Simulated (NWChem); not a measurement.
Everything below was run with NWChem. System: CHN, charge 0, spin multiplicity 1, displaced from the optimised geometry. Level: CCSD(T)/cc-pVDZ, 2 core orbitals frozen, spin-restricted.

Input file:

```
start mol
memory heap 100 mb stack 700 mb global 1900 mb
geometry units angstroms nocenter noautoz noautosym
  C      0.000000     0.000000    -0.505970
  N      0.000000     0.000000     0.661277
  H      0.000000     0.000000    -1.506145
end
basis spherical
  * library cc-pvdz
end
scf
  rhf
  nopen 0
  maxiter 100
  thresh 1e-7
  semidirect memsize 60000000 filesize 0
end
ccsd
  freeze core 2
  maxiter 60
end
task ccsd(t) energy
```

NWChem printed:

```
             Northwest Computational Chemistry Package (NWChem) 7.3.0
             --------------------------------------------------------

                                NWChem Input Module
                                -------------------

 Scaling coordinates for geometry "geometry" by  1.889725989
 (inverse scale =  0.529177249)

                             Geometry "geometry" -> ""
                             -------------------------

 Output coordinates in angstroms (scale by  1.889725989 to convert to a.u.)

  No.       Tag          Charge          X              Y              Z
 ---- ---------------- ---------- -------------- -------------- --------------
    1 C                    6.0000     0.00000000     0.00000000    -0.50597000
    2 N                    7.0000     0.00000000     0.00000000     0.66127700
    3 H                    1.0000     0.00000000     0.00000000    -1.50614500

 Effective nuclear repulsion energy (a.u.)      23.9244711980

            Nuclear Dipole moment (a.u.)
            ----------------------------
        X                 Y               Z
 ---------------- ---------------- ----------------
     0.0000000000     0.0000000000     0.1643570281


 Summary of "ao basis" -> "" (spherical)
 ------------------------------------------------------------------------------
       Tag                 Description            Shells   Functions and Types
 ---------------- ------------------------------  ------  ---------------------
 *                          cc-pvdz                   on all atoms

 Summary of "ao basis" -> "ao basis" (spherical)
 ------------------------------------------------------------------------------
       Tag                 Description            Shells   Functions and Types
 ---------------- ------------------------------  ------  ---------------------
 C                          cc-pvdz                  6       14   3s2p1d
 N                          cc-pvdz                  6       14   3s2p1d
 H                          cc-pvdz                  3        5   2s1p

                                 NWChem SCF Module
                                 -----------------

  ao basis        = "ao basis"
  functions       =    33
  atoms           =     3
  closed shells   =     7
  open shells     =     0
  charge          =   0.00
  wavefunction    = RHF
  use symmetry    = F
  symmetry adapt  = F

 Summary of "ao basis" -> "ao basis" (spherical)
 ------------------------------------------------------------------------------
       Tag                 Description            Shells   Functions and Types
 ---------------- ------------------------------  ------  ---------------------
 C                          cc-pvdz                  6       14   3s2p1d
 N                          cc-pvdz                  6       14   3s2p1d
 H                          cc-pvdz                  3        5   2s1p

 Forming initial guess at       0.0s

      Superposition of Atomic Density Guess
      -------------------------------------

 Sum of atomic energies:         -92.46544825

      Non-variational initial energy
      ------------------------------

 Total energy =     -93.094105
 1-e energy   =    -171.430770
 2-e energy   =      54.412194
 HOMO         =      -0.439803
 LUMO         =       0.042569

 Starting SCF solution at       0.2s

 ----------------------------------------------
         Quadratically convergent ROHF

 Convergence threshold     :          1.000E-07
 Maximum no. of iterations :          100
 Final Fock-matrix accuracy:          1.000E-09
 ----------------------------------------------

              iter       energy          gnorm     gmax       time
             ----- ------------------- --------- --------- --------
                 1      -92.8236088491  8.39D-01  3.40D-01      0.2
                 2      -92.8699629601  2.80D-01  9.68D-02      0.2
                 3      -92.8771929445  2.64D-02  1.05D-02      0.2
                 4      -92.8772756789  6.75D-04  2.12D-04      0.2
                 5      -92.8772757155  4.23D-07  1.43D-07      0.2
                 6      -92.8772757155  6.18D-09  2.13D-09      0.2

       Final RHF  results
       ------------------

         Total SCF energy =    -92.877275715543
      One-electron energy =   -172.538808603211
      Two-electron energy =     55.737061689717
 Nuclear repulsion energy =     23.924471197952

        Time for solution =      0.0s

             Final eigenvalues
             -----------------

              1
    1  -15.6096
    2  -11.2984
    3   -1.2303
    4   -0.8360
    5   -0.5803
    6   -0.4889
    7   -0.4889
    8    0.1825
    9    0.1825
   10    0.1899
   11    0.3441
   12    0.6706
   13    0.6706
   14    0.7588
   15    0.8714
   16    0.9472
   17    1.0488

                       ROHF Final Molecular Orbital Analysis
                       -------------------------------------

 Vector    5  Occ=2.000000D+00  E=-5.803243D-01
              MO Center= -3.8D-16, -5.7D-19,  8.0D-01, r^2= 8.2D-01
   Bfn.  Coefficient  Atom+Function         Bfn.  Coefficient  Atom+Function
  ----- ------------  ---------------      ----- ------------  ---------------
    20      0.503545  2 N  pz                17      0.338996  2 N  s
    23      0.316924  2 N  pz                 6     -0.262792  1 C  pz
    16      0.239862  2 N  s

 Vector    6  Occ=2.000000D+00  E=-4.888773D-01
              MO Center=  1.4D-15, -1.0D-15,  1.2D-01, r^2= 1.1D+00
   Bfn.  Coefficient  Atom+Function         Bfn.  Coefficient  Atom+Function
  ----- ------------  ---------------      ----- ------------  ---------------
[...]
 x =   0.00000000 y =   0.00000000 z =   0.11685952

 moments of inertia (a.u.)
 ------------------
          40.632865475139           0.000000000000           0.000000000000
           0.000000000000          40.632865475139           0.000000000000
           0.000000000000           0.000000000000           0.000000000000

  Mulliken analysis of the total density
  --------------------------------------

    Atom       Charge   Shell Charges
 -----------   ------   -------------------------------------------------------
    1 C    6     5.94   2.00  0.68  0.41  1.94  0.83  0.07
    2 N    7     7.16   2.00  0.83  0.83  2.12  1.33  0.05
    3 H    1     0.91   0.75  0.11  0.04

       Multipole analysis of the density wrt the origin
       ------------------------------------------------

     L   x y z        total         open         nuclear
     -   - - -        -----         ----         -------
     0   0 0 0     -0.000000      0.000000     14.000000

     1   1 0 0     -0.000000      0.000000      0.000000
     1   0 1 0      0.000000      0.000000      0.000000
     1   0 0 1     -1.202271      0.000000      0.164357

     2   2 0 0     -8.688842      0.000000      0.000000
     2   1 1 0      0.000000      0.000000      0.000000
     2   1 0 1      0.000000      0.000000      0.000000
     2   0 2 0     -8.688842      0.000000      0.000000
     2   0 1 1     -0.000000      0.000000      0.000000
     2   0 0 2     -7.227519      0.000000     24.517205

                   Four-Index Transformation
                   -------------------------
          Number of basis functions:             33
          Number of shells:                      15
          Number of occupied orbitals:            7
          Number of occ. correlated orbitals:     5
          Block length:                          16
          Superscript MO index range:      3 -    7
          Subscript MO index range:        3 -   33
          MO coefficients read from:  ./mol.movecs
          Number of operator matrices in core:   30
          Half-transformed integrals produced

     Pass:    1     Index range:    3  -    7     Time:      0.27
 ------------------------------------------
 MP2 Energy (coupled cluster initial guess)
 ------------------------------------------
 Reference energy:            -92.877275715542609
 MP2 Corr. energy:             -0.286244275197223
 Total MP2 energy:            -93.163519990739829

 ****************************************************************************
              the segmented parallel ccsd program:    1 nodes
 ****************************************************************************

 level of theory    ccsd(t)
 number of core         2
 number of occupied     5
 number of virtual     26
 number of deleted      0
 total functions       33
 number of shells      15
 basis label          566

   ***** ccsd parameters *****
   iprt   =     0
   convi  =  0.100E-05
   maxit  =    60
   mxvec  =     5
 memory            104854412
  Using  1 OpenMP thread(s) in CCSD
  IO offset    20.000000000000000
  IO error message >End of File
  file_read_ga: failing reading from ./mol.t2
  Failed reading restart vector from ./mol.t2
  Using MP2 initial guess vector

-------------------------------------------------------------------------
 iter     correlation     delta       rms       T2     Non-T2      Main
             energy      energy      error      ampl     ampl      Block
                                                time     time      time
-------------------------------------------------------------------------
   1     -0.2810038306 -2.810D-01  3.483D-02     0.30     0.00     0.29
   2     -0.2921594032 -1.116D-02  7.368D-02     0.31     0.00     0.30
   3     -0.2925230769 -3.637D-04  5.590D-03     0.31     0.00     0.30
   4     -0.2942006317 -1.678D-03  1.959D-03     0.26     0.00     0.26
   5     -0.2942959147 -9.528D-05  4.479D-04     0.17     0.00     0.16
   6     -0.2943229171 -2.700D-05  3.014D-04     0.17     0.00     0.16
   7     -0.2943237717 -8.546D-07  1.570D-04     0.17     0.00     0.16
   8     -0.2943241528 -3.811D-07  3.825D-07     0.17     0.00     0.16
                  *************converged*************
-------------------------------------------------------------------------

 -----------
 CCSD Energy
 -----------
 Reference energy:             -92.877275715542609
 CCSD corr. energy:             -0.294324152777569
 Total CCSD energy:            -93.171599868320172

 --------------------------------
 Spin Component Scaled (SCS) CCSD
 --------------------------------
 Same spin contribution:                 -0.060252240526588
 Same spin scaling factor:                1.130000000000000
 Opposite spin contribution:             -0.234071912250981
 Opposite spin scaling fact.:             1.270000000000000
 SCS-CCSD correlation energy:            -0.365356360353790
 Total SCS-CCSD energy:                 -93.242632075896395
 memory            104854412

*********triples calculation*********

nkpass=    1; nvpass=    1; memdrv=          23062; memtrn=         413894; memavail=      104854268
 memory available/node                      104854268
 total number of virtual orbitals        26
 number of virtuals per integral pass    26
 number of integral evaluations           1
 number of occupied per triples pass      5
 number of triples passes                 1

 commencing integral evaluation        1 at           2.14
  symmetry use  F
task         2 out of       120 done   1%  at       0.0 secs
task         6 out of       120 done   5%  at       0.0 secs
task        12 out of       120 done  10%  at       0.0 secs
task        18 out of       120 done  15%  at       0.0 secs
task        24 out of       120 done  20%  at       0.0 secs
task        30 out of       120 done  25%  at       0.0 secs
task        36 out of       120 done  30%  at       0.1 secs
task        42 out of       120 done  35%  at       0.1 secs
task        48 out of       120 done  40%  at       0.1 secs
task        54 out of       120 done  45%  at       0.1 secs
task        60 out of       120 done  50%  at       0.1 secs
task        66 out of       120 done  55%  at       0.1 secs
task        72 out of       120 done  60%  at       0.2 secs
task        78 out of       120 done  65%  at       0.2 secs
task        84 out of       120 done  70%  at       0.2 secs
task        90 out of       120 done  75%  at       0.2 secs
task        96 out of       120 done  80%  at       0.2 secs
task       102 out of       120 done  85%  at       0.2 secs
task       108 out of       120 done  90%  at       0.2 secs
task       114 out of       120 done  95%  at       0.2 secs
task       120 out of       120 done 100%  at       0.2 secs
 commencing triples evaluation - blocking       1
 ccsd(t): done        1 out of       26 progress:    3.8%
 ccsd(t): done        2 out of       26 progress:    7.7%
 ccsd(t): done        3 out of       26 progress:   11.5%
 ccsd(t): done        4 out of       26 progress:   15.4%
 ccsd(t): done        5 out of       26 progress:   19.2%
 ccsd(t): done        6 out of       26 progress:   23.1%
 ccsd(t): done        7 out of       26 progress:   26.9%
 ccsd(t): done        8 out of       26 progress:   30.8%
 ccsd(t): done        9 out of       26 progress:   34.6%
 ccsd(t): done       10 out of       26 progress:   38.5%
 ccsd(t): done       11 out of       26 progress:   42.3%
 ccsd(t): done       12 out of       26 progress:   46.2%
 ccsd(t): done       13 out of       26 progress:   50.0%
 ccsd(t): done       14 out of       26 progress:   53.8%
 ccsd(t): done       15 out of       26 progress:   57.7%
 ccsd(t): done       16 out of       26 progress:   61.5%
 ccsd(t): done       17 out of       26 progress:   65.4%
 ccsd(t): done       18 out of       26 progress:   69.2%
 ccsd(t): done       19 out of       26 progress:   73.1%
 ccsd(t): done       20 out of       26 progress:   76.9%
 ccsd(t): done       21 out of       26 progress:   80.8%
 ccsd(t): done       22 out of       26 progress:   84.6%
 ccsd(t): done       23 out of       26 progress:   88.5%
 ccsd(t): done       24 out of       26 progress:   92.3%
 ccsd(t): done       25 out of       26 progress:   96.2%
 ccsd(t): done       26 out of       26 progress:  100.0%
 Time for integral evaluation pass     1        0.20
 Time for triples evaluation pass      1        0.03

 pseudo-e(mp4)  -0.12830982046547E-01
 pseudo-e(mp5)   0.71631781863263E-03
        e(t)    -0.12114664227914E-01

 --------------
 CCSD(T) Energy
 --------------
 Reference energy:                     -92.877275715542609

 CCSD corr. energy:                     -0.294324152777569
 T(CCSD) corr. energy:                  -0.012830982046547
 Total CCSD+T(CCSD) energy:            -93.184430850366724

 CCSD corr. energy:                     -0.294324152777569
 (T) corr. energy:                      -0.012114664227914
 Total CCSD(T) energy:                 -93.183714532548095

 routine      calls  cpu(0)   cpu-min  cpu-ave  cpu-max   i/o
 aoccsd          1     0.00     0.00     0.00     0.00    0.00
 iterdrv         1     0.00     0.00     0.00     0.00    0.00
 pampt           8     0.01     0.01     0.01     0.01    0.00
 t2pm            8     0.01     0.01     0.01     0.01    0.00
 sxy             8     0.02     0.02     0.02     0.02    0.00
 ints       115200     1.62     1.62     1.62     1.62    0.00
 t2eri         960     0.10     0.10     0.10     0.10    0.00
 idx2          960     0.03     0.03     0.03     0.03    0.00
 idx34           8     0.00     0.00     0.00     0.00    0.00
 ht2pm           8     0.01     0.01     0.01     0.01    0.00
 itm             8     0.03     0.03     0.03     0.03    0.00
 pdiis           8     0.00     0.00     0.00     0.00    0.00
 triples         1     0.00     0.00     0.00     0.00    0.00
 rdtrpo          1     0.00     0.00     0.00     0.00    0.00
 trpmos          1     0.20     0.20     0.20     0.20    0.00
 trpdrv          1     0.01     0.01     0.01     0.01    0.00
 dovvv        3900     0.01     0.01     0.01     0.01    0.00
 doooo        3900     0.00     0.00     0.00     0.00    0.00
 tengy        3250     0.01     0.01     0.01     0.01    0.00
 Total                 2.08     2.08     2.08     2.08    0.00

 Task  times  cpu:        2.5s     wall:        2.5s

 Total times  cpu:        2.6s     wall:        2.6s
```
